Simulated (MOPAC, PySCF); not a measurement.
Dissociation curve of S2, triplet.

- UKS-M06-2X/6-31G* = unrestricted M06-2X/6-31G*, spherical d (PySCF)
- PM7, unrestricted, heats of formation (MOPAC)
- UKS-B3LYP/6-31G* = unrestricted B3LYP/6-31G*, spherical d (PySCF 2.14.0)
- UCCSD(T) = CCSD(T) on UHF/cc-pVTZ, 10 core orbitals frozen (PySCF)

Energies relative to the lowest point of each curve near equilibrium, in kJ/mol; the last columns give the difference from UCCSD(T):

```json
[
 {"R / Å": "1.43", "UKS-M06-2X/6-31G*": "835.6", "PM7": "249.4", "UKS-B3LYP/6-31G*": "859.1", "UCCSD(T)": "836.5", "UKS-M06-2X/6-31G* − UCCSD(T)": "-0.9", "PM7 − UCCSD(T)": "-587.1", "UKS-B3LYP/6-31G* − UCCSD(T)": "22.6"},
 {"R / Å": "1.52", "UKS-M06-2X/6-31G*": "458.1", "PM7": "172.5", "UKS-B3LYP/6-31G*": "480.0", "UCCSD(T)": "462.3", "UKS-M06-2X/6-31G* − UCCSD(T)": "-4.2", "PM7 − UCCSD(T)": "-289.8", "UKS-B3LYP/6-31G* − UCCSD(T)": "17.7"},
 {"R / Å": "1.60", "UKS-M06-2X/6-31G*": "245.8", "PM7": "84.9", "UKS-B3LYP/6-31G*": "265.0", "UCCSD(T)": "251.3", "UKS-M06-2X/6-31G* − UCCSD(T)": "-5.4", "PM7 − UCCSD(T)": "-166.3", "UKS-B3LYP/6-31G* − UCCSD(T)": "13.8"},
 {"R / Å": "1.70", "UKS-M06-2X/6-31G*": "91.5", "PM7": "23.0", "UKS-B3LYP/6-31G*": "105.8", "UCCSD(T)": "96.6", "UKS-M06-2X/6-31G* − UCCSD(T)": "-5.2", "PM7 − UCCSD(T)": "-73.6", "UKS-B3LYP/6-31G* − UCCSD(T)": "9.2"},
 {"R / Å": "1.79", "UKS-M06-2X/6-31G*": "23.8", "PM7": "1.5", "UKS-B3LYP/6-31G*": "32.6", "UCCSD(T)": "27.3", "UKS-M06-2X/6-31G* − UCCSD(T)": "-3.5", "PM7 − UCCSD(T)": "-25.8", "UKS-B3LYP/6-31G* − UCCSD(T)": "5.4"},
 {"R / Å": "1.82", "UKS-M06-2X/6-31G*": "12.0", "PM7": "0.0", "UKS-B3LYP/6-31G*": "18.8", "UCCSD(T)": "14.6", "UKS-M06-2X/6-31G* − UCCSD(T)": "-2.6", "PM7 − UCCSD(T)": "-14.6", "UKS-B3LYP/6-31G* − UCCSD(T)": "4.2"},
 {"R / Å": "1.89", "UKS-M06-2X/6-31G*": "0.0", "PM7": "5.4", "UKS-B3LYP/6-31G*": "1.8", "UCCSD(T)": "0.1", "UKS-M06-2X/6-31G* − UCCSD(T)": "-0.1", "PM7 − UCCSD(T)": "5.2", "UKS-B3LYP/6-31G* − UCCSD(T)": "1.6"},
 {"R / Å": "1.94", "UKS-M06-2X/6-31G*": "2.0", "PM7": "15.6", "UKS-B3LYP/6-31G*": "0.0", "UCCSD(T)": "0.0", "UKS-M06-2X/6-31G* − UCCSD(T)": "2.0", "PM7 − UCCSD(T)": "15.6", "UKS-B3LYP/6-31G* − UCCSD(T)": "0.0"},
 {"R / Å": "2.02", "UKS-M06-2X/6-31G*": "18.4", "PM7": "40.7", "UKS-B3LYP/6-31G*": "10.2", "UCCSD(T)": "13.7", "UKS-M06-2X/6-31G* − UCCSD(T)": "4.7", "PM7 − UCCSD(T)": "27.1", "UKS-B3LYP/6-31G* − UCCSD(T)": "-3.5"},
 {"R / Å": "2.09", "UKS-M06-2X/6-31G*": "42.1", "PM7": "69.4", "UKS-B3LYP/6-31G*": "28.5", "UCCSD(T)": "35.6", "UKS-M06-2X/6-31G* − UCCSD(T)": "6.5", "PM7 − UCCSD(T)": "33.7", "UKS-B3LYP/6-31G* − UCCSD(T)": "-7.1"},
 {"R / Å": "2.19", "UKS-M06-2X/6-31G*": "85.6", "PM7": "117.6", "UKS-B3LYP/6-31G*": "64.2", "UCCSD(T)": "76.3", "UKS-M06-2X/6-31G* − UCCSD(T)": "9.3", "PM7 − UCCSD(T)": "41.3", "UKS-B3LYP/6-31G* − UCCSD(T)": "-12.1"},
 {"R / Å": "2.35", "UKS-M06-2X/6-31G*": "166.4", "PM7": "204.1", "UKS-B3LYP/6-31G*": "132.8", "UCCSD(T)": "151.2", "UKS-M06-2X/6-31G* − UCCSD(T)": "15.2", "PM7 − UCCSD(T)": "52.9", "UKS-B3LYP/6-31G* − UCCSD(T)": "-18.4"}
]
```

UKS-M06-2X/6-31G* is furthest from UCCSD(T) at 2.35 (15.2 kJ/mol, above); its mean absolute difference over the points is 5.0 kJ/mol.

PM7 is furthest from UCCSD(T) at 1.43 (-587.1 kJ/mol, below); its mean absolute difference over the points is 111.1 kJ/mol.

UKS-B3LYP/6-31G* is furthest from UCCSD(T) at 1.43 (22.6 kJ/mol, above); its mean absolute difference over the points is 9.6 kJ/mol.

The scan ran from 1.43 to 7.58 Å; beyond the distances shown one of the unrestricted levels run for this scan, shown here or not, changes its spin distribution in one step.
